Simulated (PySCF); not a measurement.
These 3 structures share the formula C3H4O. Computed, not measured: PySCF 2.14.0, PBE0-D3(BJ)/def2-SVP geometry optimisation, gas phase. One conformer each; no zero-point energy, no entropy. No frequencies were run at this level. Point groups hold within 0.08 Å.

Task: Rank from lowest to highest electronic energy at this level (kcal/mol).
A. `[CH:1]#[C:2][CH2:3][OH:4]` with C2–C3–O4–H 179°
B. cyclopropanone (`C1CC1=O`)
C. methylketene, `CC=C=O`

Result: C (0.0), B (16.6), A (38.5).

As drawn, the lowest has a C=O bond, cumulated double bonds and a C=C bond outside aromatic rings, which the highest lacks; the highest has a C≡C bond and an O–H bond, which the lowest lacks.

```tsv
SMILES	E (Eh)	E rel (kcal/mol)	dipole (D)	point group	A, B, C (MHz)
CC=C=O	-191.55337	0.0	1.72	near Cs	40029, 4445, 4105
O=C1CC1	-191.52696	16.6	2.70	C2v	20505, 7459, 5906
C#CCO	-191.49198	38.5	1.92	–	35964, 4631, 4212
```

Task: How do the relative energies change in single points at wB97X-D/def2-SVPD (no added dispersion term) on the same geometries?

Result: 
```csv
SMILES,PBE0-D3(BJ)/def2-SVP (kcal/mol),wB97X-D/def2-SVPD (kcal/mol),shift
CC=C=O,0.0,0.0,0.0
O=C1CC1,16.6,17.3,+0.7
C#CCO,38.5,33.6,-4.9
```

Each column counts from its own lowest isomer. The order is unchanged; the largest shift is 4.9 kcal/mol.
